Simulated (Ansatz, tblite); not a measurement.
Cost and result up the ladder for Si(SH)2H2 (SiH₄S₂) (7 atoms). Total charge 0; singlet. Geometry: r2SCAN-D4/def2-TZVP.

```xyz
7

Si    0.0960   -0.5887    0.1479
S     0.9716    1.0343    1.2249
H    -0.2065    1.6181    1.5085
S    -1.1416    0.0085   -1.4869
H    -0.1745    0.7182   -2.0952
H    -0.8133   -1.4060    0.9830
H     1.2683   -1.3843   -0.2821
```

Ansatz on 4 threads of Arm Neoverse V1 on a shared host; xTB runs through tblite on one thread. Times are rough, summed over both states, and most runs start from the orbitals of an earlier one. PBE0-D4/def2-TZVP serves as the yardstick here, not as an exact answer. The other state is a triplet.

The xTB rows come from tblite.

xTB has no spin-polarisation term.

| level | functions | wall time | vertical triplet (eV) | difference from PBE0-D4/def2-TZVP (eV) |
| --- | --- | --- | --- | --- |
| GFN2-xTB | 31 | 0.009 s | 4.99 | -0.53 |
| GFN1-xTB | 35 | 0.01 s | 6.55 | 1.04 |
| PBE-D4/def2-TZVP | 135 | 2.7 s | 5.06 | -0.46 |
| PBE0-D4/def2-TZVP (with forces) | 135 | 7.8 s | 5.51 | 0.00 |
| r2SCAN-D4/def2-TZVP | 135 | 10 s | 5.32 | -0.20 |
